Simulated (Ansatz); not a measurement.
**SVWN5/aug-cc-pVDZ run of SiH3Cl (chlorosilane)**

What is the vertical singlet–triplet gap of SiH3Cl (chlorosilane) at SVWN5/aug-cc-pVDZ? 

The calculation is run with Ansatz 0.2.0.

15 further runs of the same task are left out: 15 set aside as unsound or not needed.

## Step 1: The molecule

The species is SiH3Cl (5 atoms), meant as a singlet with charge 0. SMILES: `[SiH3]Cl`. The shape is that of a PBE0-D4/def2-TZVP optimisation.

Bond lengths: Si1–Cl2 2.054 Å, Si1–H3 1.481 Å, Si1–H4 1.481 Å, Si1–H5 1.481 Å. Angles: Cl2–Si1–H3 108.5°, Cl2–Si1–H4 108.5°, Cl2–Si1–H5 108.5°, H3–Si1–H4 110.4°, H3–Si1–H5 110.4°, H4–Si1–H5 110.4°.

## Step 2: A single-point energy at SVWN5/aug-cc-pVDZ

job.yaml

```yaml
crystal:
  periodic: [false, false, false]
  atoms:
    - symbol: Si
      position_ang: [-0.112000, 0.018600, -0.030900]
    - symbol: Cl
      position_ang: [1.838300, -0.513500, 0.329900]
    - symbol: H
      position_ang: [-0.950900, -0.488300, 1.079100]
    - symbol: H
      position_ang: [-0.534700, -0.585700, -1.314900]
    - symbol: H
      position_ang: [-0.190800, 1.495400, -0.104700]
basis:
  gaussian:
    orbitals: aug-cc-pVDZ
hamiltonian:
  xc: {name: SVWN5}
output: {orbitals: {seedname: orbitals}}
magnetization:
  spin_polarized: false
  initial_magnetization: 0
accuracy: high
```

Run with:

```
$ ansatz run job.yaml --threads 1 --pin off --max-ram 2610MiB --events-out events.jsonl --progress --plain --runs-dir runs
```

The log of the run:

```text
Warning: RAYON_NUM_THREADS=1 ignored (pool sized by the plan → 1); use --threads N
Functional definition: SVWN5
  name "SVWN5"
  exchange = slater_x
  correlation = vwn5_c
1640 factors; integrals over basis functions are off by at most 3.8e-9 eV
mean field evaluation 1: about -20376.2439 eV, gradient 1.6e1 eV
mean field evaluation 2: about -20376.6851 eV, gradient 1.3e1 eV
mean field evaluation 4: about -20377.2922 eV, gradient 9.0e-1 eV
mean field evaluation 8: about -20377.2914 eV, gradient 3.3e-3 eV
mean field evaluation 16: about -20377.2914 eV, gradient 1.5e-8 eV
mean field -20377.29136495 eV, -748.8516454377 hartree, gradient 1.6e-8 eV, S^2 0.000000; 0 other end points of the search recorded, 0 dependent functions left out
reference -20377.29137241 eV, -748.8516457119 hartree; 17, 17 occupied and 64, 64 virtual orbitals, 1640 factors
Total energy: -20377.29137241 eV, -748.8516457119 hartree
```

It took 1.5 s on 1 thread of AMD EPYC 9R45 (Zen 5), shared host; peak memory 0.19 GiB.

## Step 3: The triplet, same level

run.yaml

```yaml
basis:
  gaussian: {orbitals: aug-cc-pVDZ}
crystal:
  periodic: [false, false, false]
  atoms:
    - {symbol: Si, position_ang: [-0.112000, 0.018600, -0.030900]}
    - {symbol: Cl, position_ang: [1.838300, -0.513500, 0.329900]}
    - {symbol: H, position_ang: [-0.950900, -0.488300, 1.079100]}
    - {symbol: H, position_ang: [-0.534700, -0.585700, -1.314900]}
    - {symbol: H, position_ang: [-0.190800, 1.495400, -0.104700]}
hamiltonian: {xc: {name: SVWN5}}
accuracy: high
output: {orbitals: {seedname: orbitals}}
magnetization: {spin_polarized: true, initial_magnetization: 2}
```

Run with:

```
$ ansatz run run.yaml --threads 1 --pin off --max-ram 2610MiB --events-out events.jsonl --progress --plain --runs-dir runs
```

The log of the run:

```text
Warning: RAYON_NUM_THREADS=1 ignored (pool sized by the plan → 1); use --threads N
[... 4 set-up lines as earlier in the session ...]
1640 factors; integrals over basis functions are off by at most 3.8e-9 eV
mean field evaluation 1: about -20367.2337 eV, gradient 1.8e1 eV
mean field evaluation 2: about -20355.2899 eV, gradient 4.0e1 eV
mean field evaluation 4: about -20369.8355 eV, gradient 1.0e1 eV
mean field evaluation 8: about -20370.7691 eV, gradient 3.4e0 eV
mean field evaluation 16: about -20370.8908 eV, gradient 3.3e-2 eV
mean field evaluation 32: about -20369.2198 eV, gradient 2.9e0 eV
mean field evaluation 64: about -20370.8909 eV, gradient 5.2e-4 eV
mean field evaluation 96: about -20370.8805 eV, gradient 4.1e-3 eV
mean field evaluation 128: about -20370.7552 eV, gradient 3.5e0 eV
mean field evaluation 160: about -20370.6090 eV, gradient 1.2e0 eV
mean field -20370.89088277 eV, -748.6164320561 hartree, gradient 1.9e-8 eV, S^2 2.001281; 14 other end points of the search recorded, 0 dependent functions left out
reference -20370.89088712 eV, -748.6164322160 hartree; 18, 16 occupied and 63, 65 virtual orbitals, 1640 factors
Total energy: -20370.89088712 eV, -748.6164322160 hartree
```

Wall time 9.3 s (1 thread of AMD EPYC 9R45 (Zen 5), shared host); peak memory 0.24 GiB.

## Step 4: Outcome

Level: SVWN5/aug-cc-pVDZ.

| quantity | value |
| --- | --- |
| singlet: total energy | -748.85165 Eh |
| singlet: HOMO energy | -7.72 eV |
| singlet: LUMO energy | -1.38 eV |
| singlet: HOMO–LUMO gap | 6.33 eV |
| triplet: total energy | -748.61643 Eh |
| triplet: HOMO energy (highest over α and β) | -2.16 eV |
| triplet: ⟨S²⟩ | 2.001 |
| vertical energy of the triplet above the singlet | 6.400 eV |

**Reading.** At this shape the triplet lies 6.40 eV (618 kJ/mol) above the singlet.
